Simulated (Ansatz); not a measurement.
## Relaxing RbSi₂

Method: DFT PBE, scalar-relativistic, plane waves, PAW (Ansatz 0.2.0). Cutoff 420 eV, Γ-centred k mesh, Gaussian smearing, no spin polarisation in the final step.

RbSi₂ was placed on the ThSi2 structure type (I4_1/amd, No. 141), with Rb in place of Th, at a guessed volume.

```yaml
crystal:
  lattice:
    - [-2.17623, 2.17623, 7.56671]
    - [2.17623, -2.17623, 7.56671]
    - [2.17623, 2.17623, -7.56671]
  atoms:
    - { symbol: Rb, position: [0.00000, 0.00000, 0.00000] }
    - { symbol: Rb, position: [0.75000, 0.25000, 0.50000] }
    - { symbol: Si, position: [0.41650, 0.41650, 0.00000] }
    - { symbol: Si, position: [0.16650, 0.66650, 0.50000] }
    - { symbol: Si, position: [0.33350, 0.83350, 0.50000] }
    - { symbol: Si, position: [0.58350, 0.58350, 0.00000] }
```

Cell and atoms relax at zero pressure; the relaxation can't lower the symmetry of the start.

Formation energies are uncorrected and refer to the elements' standard structures at the same level.

(1) Describe the relaxed structure.

(2) What are its volume, energy, density and gap?

Answers

(1) It keeps I4_1/amd (No. 141). The result has the ThSi2 structure. Conventional cell: a = 4.827 Å, c = 14.108 Å. Around Rb lie 4 Si at 3.35 Å and 8 Si at 3.62 Å; Si has 1 Si at 2.40 Å and 2 Si at 2.66 Å.

Space group I4_1/amd:1 (No. 141). a = 4.827 Å, b = 4.827 Å, c = 14.108 Å, α = 90.00°, β = 90.00°, γ = 90.00°
```json
{"atom": "Rb", "site": "4a", "symmetry": "-4m2", "x": "0.0000", "y": "0.0000", "z": "0.0000"}
{"atom": "Si", "site": "8e", "symmetry": "2mm.", "x": "0.0000", "y": "0.0000", "z": "0.4149"}
```

(2) The volume per atom is 27.39 Å³. The density is 2.86 g/cm³ and the energy over the elements is 0.37 eV/atom. The gap on the 12×12×12 mesh is 0 eV (a metal).

The final run used a 12×12×12 mesh on its 6-atom cell and 0.10 eV smearing. The k mesh leaves about 4 meV/atom of noise in metals. Symmetry constrained the relaxation, so the result can be a saddle point. The steps took of the order of 11 core-minutes in all.